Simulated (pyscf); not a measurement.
CH₄ (SMILES C) + H₃C–B(CH₃)–OH (SMILES CB(C)O) → H₃C–B(CH₃)–CH₃ (SMILES CB(C)C) + H₂O (SMILES O), a four-centre exchange (singlet surface; C–H, B–O broken, B–C, H–O formed). PySCF, gas phase, ωB97X-D3(BJ)/def2-SVP geometries. Energies in kcal/mol from the separated reactants.

Small-basis levels: PySCF, no dispersion term, spherical d functions. AM1 to PM7: differences of heats of formation from MOPAC. GFN2-xTB: tblite. Cost: rough CPU time at the saddle relative to B3LYP/6-31G*, from one job on a shared machine.

```
level                   barrier  reaction energy        cost
----------------------  -------  ---------------  ----------
HF/STO-3G                  87.2            +50.0        0.03
HF/6-31G*                  82.8            +41.8        0.08
MP2/6-31G*                 59.7            +41.3         0.1
B3LYP/3-21G                59.4            +56.8         0.7
M06-2X/6-31G*              56.4            +42.7           2
PBE/def2-SVP               47.7            +41.4           2
B3LYP/def2-SVP             58.6            +42.5           1
GFN2-xTB                   58.2            +37.8  under 0.02
PM3                        62.1            +35.8  under 0.02
ωB97M-D3(BJ)/def2-TZVP     55.2            +35.5           –
```

Against the last row the barrier runs from -7.5 (PBE/def2-SVP) to +31.9 kcal/mol (HF/STO-3G). ωB97M-D3(BJ)/def2-TZVP has limits of its own. On the product side the descent ends in a complex, 5.2 kcal/mol under the separated species and 25.6 kcal/mol under the saddle at ωB97X-D3(BJ)/def2-TZVP. This is the saddle that the search found; another between the same sides may lie lower.
